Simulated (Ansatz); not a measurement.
C4H6O can be A, `C1=CCOC1`, or B, `CC1(O)C=C1`.

Isolated molecules relaxed with PBE0-D4/def2-TZVP in Ansatz; ΔE leaves out vibrations. CBS: MP2 limit from def2 TZ/QZ plus the TZ coupled-cluster correction, frozen cores. DFT in def2-TZVPP. Each species was taken in one conformer, which may not be the lowest.

A:

```xyz
11

C     0.9111    0.5877   -0.2416
C     0.3699   -0.3671   -0.9810
C    -0.8445   -0.9026   -0.2987
O    -0.9515   -0.1609    0.9042
C     0.1072    0.7763    1.0016
H     1.7985    1.1620   -0.4729
H     0.7274   -0.7278   -1.9364
H    -0.7562   -1.9745   -0.0703
H    -1.7547   -0.7705   -0.9009
H    -0.3014    1.7935    1.0849
H     0.6941    0.5840    1.9112
```

B:

Z-matrix (Å, degrees):
```
C
C 1 1.502
H 1 1.093 2 110.3
H 1 1.090 2 110.6 3 -120.6
H 1 1.093 2 110.3 3 118.8
O 2 1.410 1 107.9 3 -59.4
C 2 1.480 1 123.9 3 152.7
C 2 1.479 1 123.9 3 88.6
H 6 0.961 2 107.9 1 -180.0
H 7 1.080 2 148.0 1 73.7
H 8 1.080 2 148.0 1 -73.7
```

Question: Which isomer does CCSD(T)/CBS put lower? Give the gap. (Estimate.)

Answer: The calculation gave: A, by 32.4 kcal/mol.

Question: Give E(B) − E(A) in kcal/mol with BLYP-D4, HF/def2-TZVPP, PBE0-D4, r2SCAN-D4, CCSD(T)/def2-TZVPP, ωB97M-V, CCSD/def2-TZVPP. (Estimate.)

Answer: Computed: BLYP-D4 32.2, HF/def2-TZVPP 37.7, PBE0-D4 33.1, r2SCAN-D4 32.2, CCSD(T)/def2-TZVPP 33.4, ωB97M-V 32.6, CCSD/def2-TZVPP 34.1. None reverses the order clearly.

Question: Does the order hold for the free energy at 298.15 K (harmonic terms from PBE0-D4)? (An estimate is asked.)

Answer: The calculation gave: Yes: G(B) − G(A) = +29.3 kcal/mol, for one conformer each.

Largest T1 diagnostic: 0.011.

Leaving LDA and LC-ωPBE aside and taking each functional with its dispersion term where it has one, the values, not all of them listed here, spread over 4.7 kcal/mol, from PBE-D4 to BHLYP-D4. LDA lies +2.0 kcal/mol from PBE without D4. From r2SCAN to r2SCAN0 (25 % exact exchange), in def2-TZVPP and without D4, E(B) − E(A) moves by +1.0 kcal/mol.
